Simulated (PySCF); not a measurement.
## BN₂ + F₂ → BF₂ + N₂

Level: PBE0 in the def2-TZVP basis family, all electrons, no relativity, computed in PySCF with density fitting; open shells unrestricted.

```csv
species,state and structure,E (Eh),ZPE (kJ/mol),H(298 K) − H(0) (kJ/mol),S° (J/(mol K))
BN₂,"quartet, C∞v, B–N 1.314 Å, N–N 1.170 Å; B–N–N 180.0°",-134.08918,23.5,10.0,231.8
F₂,"singlet, D∞h, F–F 1.376 Å",-199.40856,6.6,8.7,201.9
BF₂,"doublet, C2v, B–F 1.306 Å (×2); F–B–F 121.1°",-224.44583,18.7,10.5,246.6
N₂,"singlet, D∞h, N–N 1.089 Å",-109.44629,14.9,8.7,191.4
```

(1) What is the electronic reaction energy?

(2) Add zero-point, thermal and entropy terms for 298.15 K and 1 bar.

## Answers

(1) At PBE0/def2-TZVP, ΔE = -1035.4 kJ/mol from the differences of the total energies times 2625.5, downhill. 

(2) ΔZPE = 3.5 and Δ[H(298) − H(0)] = 0.5 kJ/mol give ΔH° = -1031.4 kJ/mol. ΔS° = 4.3 J/(mol K), so ΔG° = -1031.4 − 298.15 × (0.0043) = -1033 kJ/mol.

Each species is the lowest minimum found with this bonding; other isomers or fragments can lie lower.
